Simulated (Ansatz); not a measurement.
Born–Oppenheimer molecular dynamics of AlH3 (4 atoms, charge 0, multiplicity 1). It goes on from the last frame of an earlier run, with new velocities.

The calculation used Ansatz 0.2.0, RKS PBE0/def2-SVP.

- ensemble: NVT, Langevin thermostat
- time step: 1 fs
- steps asked: 166
- set temperature: 500 K
- friction: 0.02 /fs
- seed: 982110

First frame:

```xyz
4
Properties=species:S:1:pos:R:3
Al 0.197 0.050 0.168
H 0.291 0.225 1.710
H 1.464 -0.439 -0.609
H -1.331 0.386 -0.734
```

Question: How far do the bonds stretch over the last three quarters of this one trajectory? (Pairs bonded in most of those frames.)

Answer: 
| bond | mean (Å) | spread (Å) | shortest | longest |
| --- | --- | --- | --- | --- |
| Al1–H2 | 1.603 | 0.051 | 1.50 | 1.71 |
| Al1–H3 | 1.600 | 0.040 | 1.50 | 1.67 |
| Al1–H4 | 1.593 | 0.046 | 1.50 | 1.68 |

Mean temperature of the second half: 403 K. The mean temperature of the second half is 19 % below the set value. A run of 0.17 ps of so small a system gives no equilibrium averages.

Run time: 69 s on 1 thread of Arm Neoverse V1, on a shared host, peak memory 0.073 GiB.
